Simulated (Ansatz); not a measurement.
# quartet C2(+): levels of theory in one basis

```yaml
atoms:
  - { symbol: C, position_ang: [0.0000, 0.0000, 0.0000] }
  - { symbol: C, position_ang: [0.0000, 0.0000, 1.3338] }
```

Basis set: def2-SVP (spherical functions). Left uncorrelated: 2 orbitals. Correlation on ROHF uses semicanonical orbitals with singles. Charge 1, multiplicity 4.

Computed with Ansatz (development build ahead of 0.2.0); each method stands on the lowest determinant of its kind that the runs found.

| method | E − E(ROHF) (eV) | <S²> of the determinant |
| --- | --- | --- |
| ROHF | 0.00 | 3.75 |
| UHF | -0.09 | 3.92 |
| ROHF-MP2 | -3.45 | – |
| UHF-MP2 | -3.31 | 3.92 |
| ROHF-CCSD(T) | -5.03 | – |
| UHF-CCSD(T) | -5.02 | 3.92 |

Caution: the determinant may break the point group. Caution for UHF, UHF-MP2, UHF-CCSD(T): the unrestricted determinant is spin contaminated. Caution for ROHF-MP2, UHF-MP2, ROHF-CCSD(T), UHF-CCSD(T): another reference gives a lower total.
